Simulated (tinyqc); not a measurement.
RKS/LDA (VWN5) in the sto-3g basis, for H2O, spin multiplicity 1, step by step. One step of it, computed by the program tinyqc.

Problem. Iteration 2: building the Kohn-Sham matrix. J_ij = sum D_kl (ij|kl); F = H + J + V_xc; E = tr D H + tr D J / 2 + E_xc + E_nn.

D after iteration 1:
```
            1O 1s      1O 2s    1O 2px     1O 2py     1O 2pz      2H 1s      3H 1s
1O 1s    2.126584  -0.547473  0.000000   0.000000  -0.024499   0.043100   0.043100
1O 2s   -0.547473   2.364170  0.000000   0.000000   0.136383  -0.181210  -0.181210
1O 2px   0.000000   0.000000  2.000000   0.000000   0.000000   0.000000   0.000000
1O 2py   0.000000   0.000000  0.000000   2.137794   0.000000  -0.141262   0.141262
1O 2pz  -0.024499   0.136383  0.000000   0.000000   2.074298  -0.113712  -0.113712
2H 1s    0.043100  -0.181210  0.000000  -0.141262  -0.113712   0.028385   0.009716
3H 1s    0.043100  -0.181210  0.000000   0.141262  -0.113712   0.009716   0.028385
```

core Hamiltonian H = T + V (hartree):
```
             1O 1s      1O 2s     1O 2px     1O 2py     1O 2pz      2H 1s      3H 1s
1O 1s   -32.556793  -7.573956   0.000000   0.000000  -0.012878  -1.170440  -1.170440
1O 2s    -7.573956  -9.181195   0.000000   0.000000  -0.158050  -2.778386  -2.778386
1O 2px    0.000000   0.000000  -7.330613   0.000000   0.000000   0.000000   0.000000
1O 2py    0.000000   0.000000   0.000000  -7.445197   0.000000  -1.683597   1.683597
1O 2pz   -0.012878  -0.158050   0.000000   0.000000  -7.386342  -1.213332  -1.213332
2H 1s    -1.170440  -2.778386   0.000000  -1.683597  -1.213332  -4.448475  -0.905183
3H 1s    -1.170440  -2.778386   0.000000   1.683597  -1.213332  -0.905183  -4.448475
```

Two-electron integrals (ij|kl) in chemists' order, unique and non-zero (hartree):
```
(11|11) 4.785065    (21|11) 0.741380    (21|21) 0.136873    (22|11) 1.118947
(22|21) 0.256633    (22|22) 0.817206    (31|31) 0.024477    (32|31) 0.037809
(32|32) 0.180518    (33|11) 1.115814    (33|21) 0.256684    (33|22) 0.817023
(33|33) 0.880159    (41|41) 0.024477    (42|41) 0.037809    (42|42) 0.180518
(43|43) 0.047444    (44|11) 1.115814    (44|21) 0.256684    (44|22) 0.817023
(44|33) 0.785270    (44|44) 0.880159    (51|51) 0.024477    (52|51) 0.037809
(52|52) 0.180518    (53|53) 0.047444    (54|54) 0.047444    (55|11) 1.115814
(55|21) 0.256684    (55|22) 0.817023    (55|33) 0.785270    (55|44) 0.785270
(55|55) 0.880159    (61|11) 0.114961    (61|21) 0.021062    (61|22) 0.039295
(61|33) 0.039218    (61|41) 0.000791    (61|42) 0.001489    (61|44) 0.039378
(61|51) 0.000551    (61|52) 0.001039    (61|54) 0.000111    (61|55) 0.039296
(61|61) 0.003282    (62|11) 0.299860    (62|21) 0.069725    (62|22) 0.248300
(62|33) 0.243930    (62|41) 0.004299    (62|42) 0.033840    (62|44) 0.252585
(62|51) 0.002998    (62|52) 0.023600    (62|54) 0.006036    (62|55) 0.248140
(62|61) 0.010957    (62|62) 0.096041    (63|31) 0.007046    (63|32) 0.041918
(63|43) 0.006898    (63|53) 0.004810    (63|63) 0.013184    (64|11) 0.184178
(64|21) 0.043354    (64|22) 0.164830    (64|33) 0.157477    (64|41) 0.009375
(64|42) 0.063005    (64|44) 0.176703    (64|51) 0.001625    (64|52) 0.014706
(64|54) 0.008598    (64|55) 0.160119    (64|61) 0.007092    (64|62) 0.077491
(64|64) 0.074991    (65|11) 0.128445    (65|21) 0.030235    (65|22) 0.114952
(65|33) 0.109824    (65|41) 0.001625    (65|42) 0.014706    (65|44) 0.113612
(65|51) 0.008179    (65|52) 0.052174    (65|54) 0.009539    (65|55) 0.121287
(65|61) 0.004946    (65|62) 0.054042    (65|64) 0.043104    (65|65) 0.043245
(66|11) 0.461562    (66|21) 0.109048    (66|22) 0.447028    (66|33) 0.429584
(66|41) 0.008173    (66|42) 0.090304    (66|44) 0.464418    (66|51) 0.005700
(66|52) 0.062977    (66|54) 0.024293    (66|55) 0.446526    (66|61) 0.017257
(66|62) 0.224712    (66|64) 0.206904    (66|65) 0.144294    (66|66) 0.774606
(71|11) 0.114961    (71|21) 0.021062    (71|22) 0.039295    (71|33) 0.039218
(71|41) -0.000791   (71|42) -0.001489   (71|44) 0.039378    (71|51) 0.000551
(71|52) 0.001039    (71|54) -0.000111   (71|55) 0.039296    (71|61) 0.003228
(71|62) 0.010584    (71|64) 0.006306    (71|65) 0.004783    (71|66) 0.016521
(71|71) 0.003282    (72|11) 0.299860    (72|21) 0.069725    (72|22) 0.248300
(72|33) 0.243930    (72|41) -0.004299   (72|42) -0.033840   (72|44) 0.252585
(72|51) 0.002998    (72|52) 0.023600    (72|54) -0.006036   (72|55) 0.248140
(72|61) 0.010584    (72|62) 0.075186    (72|64) 0.042362    (72|65) 0.041034
(72|66) 0.140612    (72|71) 0.010957    (72|72) 0.096041    (73|31) 0.007046
(73|32) 0.041918    (73|43) -0.006898   (73|53) 0.004810    (73|63) 0.009898
(73|73) 0.013184    (74|11) -0.184178   (74|21) -0.043354   (74|22) -0.164830
(74|33) -0.157477   (74|41) 0.009375    (74|42) 0.063005    (74|44) -0.176703
(74|51) -0.001625   (74|52) -0.014706   (74|54) 0.008598    (74|55) -0.160119
(74|61) -0.006306   (74|62) -0.042362   (74|64) -0.014505   (74|65) -0.022679
(74|66) -0.072706   (74|71) -0.007092   (74|72) -0.077491   (74|74) 0.074991
(75|11) 0.128445    (75|21) 0.030235    (75|22) 0.114952    (75|33) 0.109824
(75|41) -0.001625   (75|42) -0.014706   (75|44) 0.113612    (75|51) 0.008179
(75|52) 0.052174    (75|54) -0.009539   (75|55) 0.121287    (75|61) 0.004783
(75|62) 0.041034    (75|64) 0.022679    (75|65) 0.031960    (75|66) 0.083429
(75|71) 0.004946    (75|72) 0.054042    (75|74) -0.043104   (75|75) 0.043245
(76|11) 0.089833    (76|21) 0.021077    (76|22) 0.081405    (76|33) 0.079579
(76|44) 0.081345    (76|51) 0.001425    (76|52) 0.013360    (76|55) 0.083200
(76|61) 0.003272    (76|62) 0.030858    (76|64) 0.021720    (76|65) 0.019549
(76|66) 0.074755    (76|71) 0.003272    (76|72) 0.030858    (76|74) -0.021720
(76|75) 0.019549    (76|76) 0.012426    (77|11) 0.461562    (77|21) 0.109048
(77|22) 0.447028    (77|33) 0.429584    (77|41) -0.008173   (77|42) -0.090304
(77|44) 0.464418    (77|51) 0.005700    (77|52) 0.062977    (77|54) -0.024293
(77|55) 0.446526    (77|61) 0.016521    (77|62) 0.140612    (77|64) 0.072706
(77|65) 0.083429    (77|66) 0.285256    (77|71) 0.017257    (77|72) 0.224712
(77|74) -0.206904   (77|75) 0.144294    (77|76) 0.074755    (77|77) 0.774606
```

nuclear repulsion = 7.81927614 hartree

V_xc (hartree):
```
            1O 1s      1O 2s     1O 2px     1O 2py     1O 2pz      2H 1s      3H 1s
1O 1s   -2.940584  -0.430589   0.000000   0.000000  -0.000636  -0.067122  -0.067122
1O 2s   -0.430589  -0.842256   0.000000   0.000000  -0.002499  -0.220800  -0.220800
1O 2px   0.000000   0.000000  -0.839118   0.000000   0.000000   0.000000   0.000000
1O 2py   0.000000   0.000000   0.000000  -0.834482   0.000000  -0.131646   0.131646
1O 2pz  -0.000636  -0.002499   0.000000   0.000000  -0.839141  -0.092366  -0.092366
2H 1s   -0.067122  -0.220800   0.000000  -0.131646  -0.092366  -0.231981  -0.058877
3H 1s   -0.067122  -0.220800   0.000000   0.131646  -0.092366  -0.058877  -0.231981
```

E_xc = sum of w rho eps_xc = -9.65987104 hartree

Give: Coulomb J; Kohn-Sham matrix F; total energy of this density.

Solution.

Coulomb J (hartree):
```
         1O 1s  1O 2s  1O 2px  1O 2py  1O 2pz  2H 1s   3H 1s
1O 1s   18.609  3.549   0.000   0.000   0.003  0.546   0.546
1O 2s    3.549  8.814   0.000   0.000   0.002  2.592   2.592
1O 2px   0.000  0.000   8.808   0.000   0.000  0.000   0.000
1O 2py   0.000  0.000   0.000   8.805   0.000  1.688  -1.688
1O 2pz   0.003  0.002   0.000   0.000   8.807  1.177   1.177
2H 1s    0.546  2.592   0.000   1.688   1.177  4.485   0.831
3H 1s    0.546  2.592   0.000  -1.688   1.177  0.831   4.485
```

Kohn-Sham matrix F (hartree):
```
          1O 1s   1O 2s  1O 2px  1O 2py  1O 2pz   2H 1s   3H 1s
1O 1s   -16.888  -4.455   0.000   0.000  -0.011  -0.691  -0.691
1O 2s    -4.455  -1.209   0.000   0.000  -0.158  -0.407  -0.407
1O 2px    0.000   0.000   0.639   0.000   0.000   0.000   0.000
1O 2py    0.000   0.000   0.000   0.525   0.000  -0.127   0.127
1O 2pz   -0.011  -0.158   0.000   0.000   0.581  -0.128  -0.128
2H 1s    -0.691  -0.407   0.000  -0.127  -0.128  -0.195  -0.133
3H 1s    -0.691  -0.407   0.000   0.127  -0.128  -0.133  -0.195
```

total energy of this density = -73.27013 hartree
